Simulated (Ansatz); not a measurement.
Geometry optimisation, UKS PBE0-D4/STO-3G (Ansatz).

Input file:

```yaml
crystal:
  periodic: [false, false, false]
  atoms:
    - { symbol: Si, position_ang: [-0.6209, 0.2235, -0.2323] }
    - { symbol: C, position_ang: [1.0196, -0.3375, 0.2539] }
    - { symbol: S, position_ang: [1.1364, -1.4175, 1.4976] }
    - { symbol: H, position_ang: [-1.4739, -0.8294, -0.7083] }
    - { symbol: H, position_ang: [-0.5455, 1.2141, -1.3971] }
    - { symbol: H, position_ang: [-1.3543, 1.0123, 0.8562] }
    - { symbol: H, position_ang: [1.8998, 0.0664, -0.3157] }
magnetization:
  spin_polarized: true
basis:
  gaussian: { orbitals: STO-3G }
hamiltonian:
  xc: pbe0
  dispersion: d4
relax:
  f_tol: 0.02
  max_steps: 40
```

Run as:

```bash
$ ansatz run input.yaml --threads 1 --pin off --max-ram 2048MiB --backend cpu --events-out ev --progress --plain --runs-dir out
```

Where does it end, and by what steps?

It converged. The force dipped under the threshold on the way, but the program's further checks kept it going. Limits of this set-up: minimal basis. After 17 steps the energy has fallen by 0.416 eV; H7 moved furthest, 0.52 Å.

| step | energy less start (eV) | largest force component (eV/Å) | accepted |
| --- | --- | --- | --- |
| 0 | 0.0000 | 3.787 | yes |
| 1 | -0.3548 | 0.808 | yes |
| 2 | -0.3974 | 0.273 | yes |
| 3 | -0.4000 | 0.265 | yes |
| 4 | -0.4026 | 0.095 | yes |
| 5 | -0.4031 | 0.007 | yes |
| 6 | -0.4031 | 0.003 | yes |
| 7 | -0.4031 | 0.004 | yes |
| 8 | -0.4031 | 0.012 | yes |
| 9 | -0.4032 | 0.054 | yes |
| 10 | -0.4033 | 0.086 | yes |
| 11 | -0.4035 | 0.101 | yes |
| 12 | -0.4057 | 0.024 | yes |
| 13 | -0.4049 | 0.153 | no |
| 14 | -0.4067 | 0.024 | yes |
| 15 | -0.4080 | 0.213 | yes |
| 16 | -0.4098 | 0.175 | yes |
| 17 | -0.4165 | 0.018 | yes |

```xyz
7
Properties=species:S:1:pos:R:3
Si -0.679 0.275 -0.287
C 0.984 -0.338 0.331
S 1.284 -1.705 1.129
H -1.591 -0.828 -0.460
H -0.515 0.970 -1.542
H -1.238 1.198 0.674
H 1.816 0.359 0.109
```

Whether the end is a true minimum wasn't checked by a vibrational analysis.

The run took 2.1 min on 1 thread of Intel(R) Xeon(R) Processor @ 2.50GHz (Skylake/Cascade Lake), on a shared host, peak memory 0.14 GiB.
